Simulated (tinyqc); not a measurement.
Inside a calculation. Method: G0W0 on RHF in the sto-3g basis, for HF, spin multiplicity 1. One step of it, computed by the program tinyqc.

Problem. Integrals over molecular orbitals. (pq|rs) = sum C_ip C_jq C_kr C_ls (ij|kl), one index at a time.

coefficients C, order 1F 1s, 1F 2s, 1F 2px, 1F 2py, 1F 2pz, 2H 1s:
```
[[0.994900, -0.255723, 0.061587, 0.000000, 0.000000, 0.063989],
 [0.021126, 0.980399, -0.318059, 0.000000, 0.000000, -0.372111],
 [0.000000, 0.000000, 0.000000, 0.979312, -0.202357, 0.000000],
 [0.000000, 0.000000, 0.000000, 0.202357, 0.979312, 0.000000],
 [0.001752, 0.041960, 0.687740, 0.000000, 0.000000, -0.786995],
 [-0.003874, 0.118554, 0.574503, 0.000000, 0.000000, 0.940406]]
```

core Hamiltonian H = T + V (hartree), order 1F 1s, 1F 2s, 1F 2px, 1F 2py, 1F 2pz, 2H 1s:
```
[[-40.499176, -9.502515, 0.000000, 0.000000, -0.010166, -1.237096],
 [-9.502515, -10.976626, 0.000000, 0.000000, -0.125686, -2.835883],
 [0.000000, 0.000000, -8.650353, 0.000000, 0.000000, 0.000000],
 [0.000000, 0.000000, 0.000000, -8.650353, 0.000000, 0.000000],
 [-0.010166, -0.125686, 0.000000, 0.000000, -8.721176, -1.977275],
 [-1.237096, -2.835883, 0.000000, 0.000000, -1.977275, -4.651088]]
```

Two-electron integrals (ij|kl) in chemists' order, unique and non-zero (hartree):
```
(11|11) 5.403501   (21|11) 0.841920   (21|21) 0.156299   (22|11) 1.268028
(22|21) 0.292344   (22|22) 0.926167   (31|31) 0.027998   (32|31) 0.043169
(32|32) 0.204588   (33|11) 1.264502   (33|21) 0.292403   (33|22) 0.925959
(33|33) 0.997514   (41|41) 0.027998   (42|41) 0.043169   (42|42) 0.204588
(43|43) 0.053770   (44|11) 1.264502   (44|21) 0.292403   (44|22) 0.925959
(44|33) 0.889973   (44|44) 0.997514   (51|51) 0.027998   (52|51) 0.043169
(52|52) 0.204588   (53|53) 0.053770   (54|54) 0.053770   (55|11) 1.264502
(55|21) 0.292403   (55|22) 0.925959   (55|33) 0.889973   (55|44) 0.889973
(55|55) 0.997514   (61|11) 0.110073   (61|21) 0.020272   (61|22) 0.037713
(61|33) 0.037654   (61|44) 0.037654   (61|51) 0.000826   (61|52) 0.001555
(61|55) 0.037836   (61|61) 0.002656   (62|11) 0.291575   (62|21) 0.068181
(62|22) 0.242513   (62|33) 0.238892   (62|44) 0.238892   (62|51) 0.004649
(62|52) 0.036965   (62|55) 0.249514   (62|61) 0.008982   (62|62) 0.079561
(63|31) 0.006982   (63|32) 0.041959   (63|53) 0.007691   (63|63) 0.011545
(64|41) 0.006982   (64|42) 0.041959   (64|54) 0.007691   (64|64) 0.011545
(65|11) 0.203805   (65|21) 0.048251   (65|22) 0.183708   (65|33) 0.175967
(65|44) 0.175967   (65|51) 0.009851   (65|52) 0.068371   (65|55) 0.198979
(65|61) 0.006609   (65|62) 0.073996   (65|65) 0.079878   (66|11) 0.464675
(66|21) 0.110423   (66|22) 0.453830   (66|33) 0.438948   (66|44) 0.438948
(66|51) 0.008997   (66|52) 0.101839   (66|55) 0.483120   (66|61) 0.014621
(66|62) 0.195278   (66|65) 0.211387   (66|66) 0.774606
```

Give: one-electron integrals over orbitals h = C^T H C; Two-electron integrals over orbitals.

Solution.

one-electron integrals over orbitals h = C^T H C (hartree):
```
[[-40.482, 0.716, -0.163, 0.000, 0.000, -0.175],
 [0.716, -9.129, 0.538, 0.000, 0.000, 0.938],
 [-0.163, 0.538, -7.111, 0.000, 0.000, 2.113],
 [0.000, 0.000, 0.000, -8.650, 0.000, 0.000],
 [0.000, 0.000, 0.000, 0.000, -8.650, 0.000],
 [-0.175, 0.938, 2.113, 0.000, 0.000, -6.058]]
```

Two-electron integrals over orbitals (pq|rs), unique and non-zero (hartree):
```
(11|11) 5.364       (21|11) -0.516      (21|21) 0.078       (22|11) 1.221
(22|21) -0.022      (22|22) 0.865       (31|11) 0.124       (31|21) -0.018
(31|22) 0.009       (31|31) 0.019       (32|11) -0.133      (32|21) 0.006
(32|22) -0.040      (32|31) 0.021       (32|32) 0.146       (33|11) 0.929
(33|21) -0.009      (33|22) 0.718       (33|31) -3.19e-03   (33|32) -0.026
(33|33) 0.708       (41|41) 0.030       (42|41) 0.040       (42|42) 0.186
(43|41) -0.009      (43|42) -0.034      (43|43) 0.040       (44|11) 1.264
(44|21) -0.015      (44|22) 0.889       (44|31) 3.62e-03    (44|32) -0.073
(44|33) 0.707       (44|44) 0.998       (51|51) 0.030       (52|51) 0.040
(52|52) 0.186       (53|51) -0.009      (53|52) -0.034      (53|53) 0.040
(54|54) 0.054       (55|11) 1.264       (55|21) -0.015      (55|22) 0.889
(55|31) 3.62e-03    (55|32) -0.073      (55|33) 0.707       (55|44) 0.890
(55|55) 0.998       (61|11) 0.129       (61|21) -0.021      (61|22) 2.11e-03
(61|31) -0.011      (61|32) -0.024      (61|33) 0.008       (61|44) 3.68e-03
(61|55) 3.68e-03    (61|61) 0.022       (62|11) -0.189      (62|21) 4.65e-03
(62|22) -0.103      (62|31) -0.020      (62|32) -0.066      (62|33) -0.026
(62|44) -0.101      (62|55) -0.101      (62|61) 0.018       (62|62) 0.093
(63|11) -0.398      (63|21) 0.007       (63|22) -0.210      (63|31) 1.73e-03
(63|32) 0.089       (63|33) -0.104      (63|44) -0.227      (63|55) -0.227
(63|61) -0.006      (63|62) 0.045       (63|63) 0.211       (64|41) -0.008
(64|42) -0.034      (64|43) -0.020      (64|64) 0.030       (65|51) -0.008
(65|52) -0.034      (65|53) -0.020      (65|65) 0.030       (66|11) 0.859
(66|21) -0.009      (66|22) 0.656       (66|31) 0.012       (66|32) 0.056
(66|33) 0.660       (66|44) 0.636       (66|55) 0.636       (66|61) -0.008
(66|62) -0.060      (66|63) -0.022      (66|66) 0.693
```
